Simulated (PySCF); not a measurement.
# Neon: a sound run and one with changed settings

Sound run: Ne [Ne], Ne⁺ [He] 2s2 2p5. Calculation: PySCF 2.14, in 6-31G* (3s2p1d, 14 functions); no relativity, point nucleus. The sound run starts from symmetry-adapted Hartree-Fock orbitals and uses a fine grid where one is needed.

Changed run: initial guess sap, at most 3 SCF cycles. This setting is unsound on purpose.

| species | method | sound run (hartree) | changed run (hartree) | converged |
| --- | --- | --- | --- | --- |
| Ne | UHF | -128.47388 | -128.47388 | no |
| Ne | BP86 | -128.88778 | -128.88778 | no |
| Ne | LDA | -128.14147 | -128.14147 | no |
| Ne⁺ | UHF | -127.75061 | -127.75056 | no |
| Ne⁺ | BP86 | -128.10356 | -128.10354 | no |
| Ne⁺ | LDA | -127.34398 | -127.34394 | no |

The SCF was stopped early; the energies are upper bounds that still move, and correlated levels were skipped or rest on poor orbitals.
